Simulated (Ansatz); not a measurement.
# O2Si: the cost of one run

Program: Ansatz 0.2.0, Gaussian basis. Level of theory: def2-QZVPP, all electrons in the functionals, frozen cores in the correlation of double hybrids and RPA. These are calculated values, not measurements.

To be run: wB97M-V, B2PLYP, at charge 0, triplet; charge 0, singlet; charge 0, quintet; charge 1, doublet; charge 1, quartet.

2 further runs of the same task are left out: 2 set aside as unsound or not needed.

**1. The geometry**

The geometry is a PBE0/def2-TZVP stationary point (not a proven minimum).

3 atoms, charge 0, spin multiplicity 3.

Atoms are counted from 1 here; the program's logs count them from 0.

Bond lengths: Si1–O2 1.578 Å, Si1–O3 1.578 Å. Angles: O2–Si1–O3 111.8°.

No dispersion term is added; wB97M-V holds VV10 nonlocal correlation.

The geometry shown and the zero of energy belong to the point charge 0, triplet. The yardstick, UCCSD(T), and other wave-function levels (R restricted, U unrestricted, valence and pair active spaces) come from earlier runs.

**2. wB97M-V, charge 0, triplet**

in.yaml

```yaml
crystal:
  periodic: [false, false, false]
  atoms:
    - {symbol: Si, position_ang: [0.000000, -0.471221, 0.000000]}
    - {symbol: O, position_ang: [0.000000, 0.413593, -1.306543]}
    - {symbol: O, position_ang: [0.000000, 0.413593, 1.306543]}
basis:
  gaussian: {orbitals: "def2-QZVPP.json"}
magnetization: {spin_polarized: true, initial_magnetization: 2}
hamiltonian: {xc: {name: wB97M-V}}
output: {orbitals: {seedname: orbitals}}
```

On the command line:

```sh
ansatz run in.yaml --threads 1 --pin off --events-out ev --progress --plain --max-ram 2393MiB
```

What time and memory should one allow on 1 thread of Arm Neoverse V2, shared host?

About 48 s, with a peak of 0.58 GiB.
